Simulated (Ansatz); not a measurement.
Geometry optimisation, RKS r2SCAN/def2-SVP in Ansatz 0.2.0.

input.yaml

```yaml
crystal:
  periodic: [false, false, false]
  atoms:
    - { symbol: O, position_ang: [0.00874, 1.60192, -1.03125] }
    - { symbol: S, position_ang: [0.40265, 1.40494, 0.56591] }
    - { symbol: S, position_ang: [1.23444, -0.41776, 0.70401] }
    - { symbol: S, position_ang: [-0.26566, -1.80672, 1.10128] }
    - { symbol: H, position_ang: [-0.9273, 1.42471, -1.18034] }
    - { symbol: H, position_ang: [-0.45286, -2.2071, -0.1596] }
basis:
  gaussian: { orbitals: def2-SVP }
hamiltonian:
  xc: r2scan
relax:
  f_tol: 0.015
  max_steps: 40
output:
  orbitals: {}
```

Run as:

```bash
$ ansatz run input.yaml --threads 1 --pin off --max-ram 2048MiB --backend cpu --events-out ev --progress --plain --runs-dir out
```

Problem. Where does it end, and by what steps?

Solution. It converged. After 10 steps the energy has fallen by 0.048 eV; H5 moved furthest, 0.09 Å.

```json
{"step": "0", "energy less start (eV)": "0.0000", "largest force component (eV/Å)": "0.740", "accepted": "yes"}
{"step": "1", "energy less start (eV)": "-0.0140", "largest force component (eV/Å)": "0.916", "accepted": "yes"}
{"step": "2", "energy less start (eV)": "-0.0164", "largest force component (eV/Å)": "1.482", "accepted": "yes"}
{"step": "3", "energy less start (eV)": "-0.0393", "largest force component (eV/Å)": "0.363", "accepted": "yes"}
{"step": "4", "energy less start (eV)": "-0.0420", "largest force component (eV/Å)": "0.502", "accepted": "yes"}
{"step": "5", "energy less start (eV)": "-0.0443", "largest force component (eV/Å)": "0.080", "accepted": "yes"}
{"step": "6", "energy less start (eV)": "-0.0413", "largest force component (eV/Å)": "0.176", "accepted": "no"}
{"step": "7", "energy less start (eV)": "-0.0477", "largest force component (eV/Å)": "0.093", "accepted": "yes"}
{"step": "8", "energy less start (eV)": "-0.0479", "largest force component (eV/Å)": "0.025", "accepted": "yes"}
{"step": "9", "energy less start (eV)": "-0.0480", "largest force component (eV/Å)": "0.018", "accepted": "yes"}
{"step": "10", "energy less start (eV)": "-0.0480", "largest force component (eV/Å)": "0.004", "accepted": "yes"}
```

```xyz
6
Properties=species:S:1:pos:R:3
O 0.001 1.629 -1.061
S 0.427 1.437 0.555
S 1.252 -0.410 0.735
S -0.289 -1.823 1.100
H -0.927 1.351 -1.134
H -0.464 -2.184 -0.194
```

Whether the end is a true minimum wasn't checked by a vibrational analysis.

Time of the run: 81 s on 1 thread of Intel(R) Xeon(R) Processor @ 2.50GHz (Skylake/Cascade Lake), with other jobs on the host, peak memory 0.17 GiB.
